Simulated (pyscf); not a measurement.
O=MoH(OH)(F)–F (SMILES [O]=[MoH]([OH])([F])[F]) → O=Mo(=O)(F)–F (SMILES [O]=[Mo](=[O])([F])[F]) + H₂ (SMILES [H][H]), an elimination (singlet surface; H–O, H–Mo broken, H–H formed). Optimised with ωB97X-D3(BJ)/def2-SVP in PySCF. Energies in eV from the reactant's lowest minimum found.

Small-basis levels: PySCF, no dispersion term, spherical d functions. 

Question: In single points SVWN5/6-31G*+LANL2DZ puts the saddle at 1.22 eV and the reaction energy at -0.10 eV. Should these be trusted to within a few kcal/mol? Compare with ωB97M-D3(BJ)/def2-TZVP.

Answer: ωB97M-D3(BJ)/def2-TZVP gives ΔE‡ = 1.31 eV and ΔE = -0.33 eV. SVWN5/6-31G*+LANL2DZ lies 0.09 eV under it in the barrier and 0.23 eV over it in the reaction energy, so on this step it does not hold to within 0.13 eV. ωB97M-D3(BJ)/def2-TZVP has limits of its own. At the saddle there is also a short H–Mo contact that neither side keeps. This is the saddle that the search found; another between the same sides may lie lower. In the def2 sets elements past Kr carry core potentials, without spin-orbit coupling.
